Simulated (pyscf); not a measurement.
# Four-centre exchange: F–SiH₃ + NH₃ -> H₂N–SiH₃ + HF

Gas phase, singlet surface, charge 0. Bonds broken: Si1–F2, N6–H7. Bonds formed: Si1–N6, F2–H7. Single points on ωB97X-D3(BJ)/def2-SVP structures (PySCF, gas phase). MP2 and CC: frozen core, UHF for open shells. ΔMP2 is the change of the MP2 total energy from the triple- to the quadruple-zeta basis.

Transition state (Å):

```xyz
9

Si    -1.0353    -0.4415    -0.3419
F      0.7324     0.1110     0.6201
H     -0.2537    -1.6292    -0.7643
H     -2.2708    -0.5545    -1.2143
H     -1.6278    -0.3196     1.0124
N     -0.3779     1.1813    -1.0300
H      0.4753     0.9740    -0.2170
H     -0.1071     1.1536    -2.0131
H     -0.9827     1.9889    -0.8791
```

One imaginary mode, 733i cm⁻¹; descent along it reached the two sides named, in the forms told below.

```tsv
bond	change	reactant side (Å)	saddle	product side
Si1–F2	breaks	1.638	2.087	3.1
N6–H7	breaks	1.020	1.197	1.728
Si1–N6	forms	2.6	1.881	1.772
F2–H7	forms	2.6	1.229	0.950
```

Electronic energies relative to the separated reactants (kcal/mol):

```tsv
level	barrier	reaction energy	reverse barrier
ωB97X-D3(BJ)/def2-TZVP	25.7	+20.4	5.3
PBE/def2-TZVP	21.9	+20.9	1.0
r²SCAN/def2-TZVP	24.3	+21.8	2.5
B3LYP-D3(BJ)/def2-TZVP	26.8	+21.6	5.2
PBE0-D3(BJ)/def2-TZVP	23.3	+19.7	3.6
M06-2X/def2-TZVP	27.2	+20.8	6.5
ωB97M-D3(BJ)/def2-TZVP	26.3	+21.0	5.4
HF/def2-TZVP	44.2	+23.3	20.9
MP2/def2-QZVPP	27.9	+19.9	8.0
CCSD/def2-TZVPP	31.3	+20.5	10.8
CCSD(T)/def2-TZVPP	28.9	+20.2	8.7
CCSD(T)/def2-TZVPP + ΔMP2(QZVPP)	29.1	+20.2	8.9
```

With CCSD(T)/def2-TZVPP + ΔMP2(QZVPP) energies and thermal terms (ideal gas, 1 atm, RRHO with modes under 100 cm⁻¹ raised to 100, one conformer, R ln 2 for rigid chiral ones), in kcal/mol:

```json
[
 {"T (K)": "298", "ΔH‡": "28.0", "ΔG‡": "38.4", "ΔH": "+19.2", "ΔG": "+18.7"},
 {"T (K)": "600", "ΔH‡": "28.1", "ΔG‡": "48.9", "ΔH": "+20.0", "ΔG": "+17.9"},
 {"T (K)": "900", "ΔH‡": "28.8", "ΔG‡": "59.2", "ΔH": "+20.7", "ΔG": "+16.7"},
 {"T (K)": "1200", "ΔH‡": "29.6", "ΔG‡": "69.2", "ΔH": "+21.2", "ΔG": "+15.3"}
]
```

On the reactant side the descent ends in a complex (not fully relaxed), 4.2 kcal/mol under the separated species and 29.9 kcal/mol under the saddle at ωB97X-D3(BJ)/def2-TZVP. On the product side the descent ends in a bound adduct, 10.6 kcal/mol under the separated species and 15.9 kcal/mol under the saddle at ωB97X-D3(BJ)/def2-TZVP. One saddle was located; it need not be the lowest between these sides. The CCSD(T) − MP2 part came from Ansatz, without density fitting, on the same reference.
